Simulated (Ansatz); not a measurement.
# BFH2N: the cost of one run

Method: UKS PBE-D4/def2-SVP, in Ansatz 0.2.0.

### 1 The starting structure

Bond lengths: N1–B2 1.454 Å, B2–F3 1.417 Å, N1–H4 1.047 Å, N1–H5 1.051 Å. Angles: N1–B2–F3 119.1°, B2–N1–H4 107.8°, B2–N1–H5 110.8°, H4–N1–H5 100.8°.

As a file:

```xyz
5

N    -0.5344    0.2903   -0.0699
B     0.3764   -0.8415   -0.0167
F     1.1711   -1.0327    1.1407
H    -0.9604    0.3129   -1.0264
H    -0.0027    1.1974   -0.0691
```

### 2 Relaxing the start

input.yaml reads:

```yaml
crystal:
  periodic: [false, false, false]
  atoms:
    - { symbol: "N", position_ang: [-0.5344, 0.2903, -0.0699] }
    - { symbol: B, position_ang: [0.3764, -0.8415, -0.0167] }
    - { symbol: F, position_ang: [1.1711, -1.0327, 1.1407] }
    - { symbol: H, position_ang: [-0.9604, 0.3129, -1.0264] }
    - { symbol: H, position_ang: [-0.0027, 1.1974, -0.0691] }
magnetization:
  spin_polarized: true
  initial_magnetization: 1
basis:
  gaussian: { orbitals: def2-SVP }
hamiltonian:
  xc: pbe
  dispersion: d4
relax:
  f_tol: 0.02
  max_steps: 40
```

Launch:

```
$ ansatz run input.yaml --threads 1 --pin off --max-ram 2048MiB --backend cpu --events-out ev --progress --plain --runs-dir out
```

Q: Estimate wall time and peak memory on 1 thread of Intel Xeon 6975P-C (Granite Rapids), shared host.

About 5.8 s, with a peak of 0.15 GiB.
